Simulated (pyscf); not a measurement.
Single points on ωB97X-D3(BJ)/def2-SVP structures (PySCF, gas phase). MP2 and CC: frozen core, UHF for open shells. ΔMP2 is the change of the MP2 total energy from the triple- to the quadruple-zeta basis.

SMILES: OBO
```xyz
6

O     -1.9890     0.3634     0.3167
B     -0.8666    -0.3601     0.0262
O      0.1539     0.2357    -0.6416
H     -2.6529    -0.1480     0.7890
H     -0.7403    -1.5223     0.3418
H     -0.0455     1.1581    -0.8474
```

Question: List the bond dissociation enthalpies at 298 K of HO–BH–OH from CCSD(T)/def2-TZVPP + ΔMP2(QZVPP), from the weakest bond up.

Answer: B–H to [HO–B–OH]• + H•: 448.0 kJ/mol; H–O to •O–BH–OH + H•: 478.9 kJ/mol; B–O to OH• + [HB–OH]•: 628.5 kJ/mol. Ring and multiple bonds, and those that leave no two simple radicals, are not listed. The radicals are drawn with the spin at the cut bond; how far it spreads was not checked. [HB–OH]• lies 24.5 kJ/mol over its isomer H₂B–O•, and others may lie lower still (electronic energy, ωB97M-D3(BJ)). •O–BH–OH lies 21.2 kJ/mol over its isomer [HO–B–OH]•, and others may lie lower still (electronic energy, ωB97M-D3(BJ)). Other isomers of [HO–B–OH]• were not searched in full and may lie lower. The CCSD(T) − MP2 part came from Ansatz, without density fitting, on the same reference. Left out: the spin-orbit lowering of OH.
